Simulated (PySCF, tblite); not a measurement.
# A complex of carbon dioxide and K+

A gas-phase complex of carbon dioxide and K+; charge +1, singlet. The structure comes from a short search (6 tight-binding starts) and was relaxed by PBE0-D3(BJ)/def2-SVPD; another way of binding may lie lower. Frequencies by PBE0-D3(BJ)/def2-SVPD show no clear imaginary mode.

```tsv
part	name	SMILES	atoms	charge	multiplicity
1	carbon dioxide	O=C=O	1–3	0	1
2	K+	[K+]	4	+1	1
```

| atom | part | x (Å) | y (Å) | z (Å) |
| --- | --- | --- | --- | --- |
| O1 | 1 | -1.040 | -0.226 | 0.163 |
| C2 | 1 | 0.046 | 0.074 | -0.053 |
| O3 | 1 | 1.155 | 0.379 | -0.273 |
| K4 | 2 | 3.673 | 1.047 | -0.736 |

Contacts between parts, classed by geometry: O3···K4 2.646 Å (ion contact).

Interaction energies are complex less parts, with the parts frozen as they stand in it; counterpoise-corrected, in kcal/mol (PySCF).

Task: How strongly do the parts interact, level by level?

Result: 
```
                  level  interaction  superposition error removed
wB97M-D3(BJ)/def2-TZVPD        -8.81                        -0.17
 PBE0-D3(BJ)/def2-TZVPD        -9.07                        -0.20
```

Task: What holds them together? Decompose the wB97M-D3(BJ)/def2-TZVPD energy: frozen parts, their antisymmetrised product, then relaxation.

Result: electrostatic -7.4, Pauli repulsion +4.3, orbital relaxation -5.5, dispersion correction -0.4 kcal/mol, which sum to the value before the counterpoise correction; the Pauli term holds the exchange-correlation of the frozen density too. Of the attraction, 56 % is electrostatic, 41 % is orbital relaxation, 3 % is dispersion correction.

The parts were also relaxed and run alone, at the levels used for the complex: shieldings by PBE0/pcSseg-2; core levels by delta-SCF with SCAN, pcX-2 on the ionised atom and pcseg-1 elsewhere, spin-free X2C.

Task: How do these values change when the complex forms?

Result: 
```tsv
property	alone	in the complex	change
shielding of O3 (ppm)	212.7	235.6	+23.0
shielding of K4 (ppm)	1325.5	1308.3	-17.2
O1 1s core level (eV)	541.30	545.33	+4.03
C2 1s core level (eV)	297.58	301.78	+4.20
O3 1s core level (eV)	541.30	545.58	+4.28
```

Task: What are the binding energy from relaxed parts (wB97M-D3(BJ)/def2-TZVPD), and ΔH and ΔG of association at 298.15 K and 1 atm?

Result: -8.52 kcal/mol, -8.11 with zero-point energy; ΔH -8.2 and ΔG -2.2 kcal/mol, from harmonic vibrations by PBE0-D3(BJ)/def2-SVPD with low modes damped.
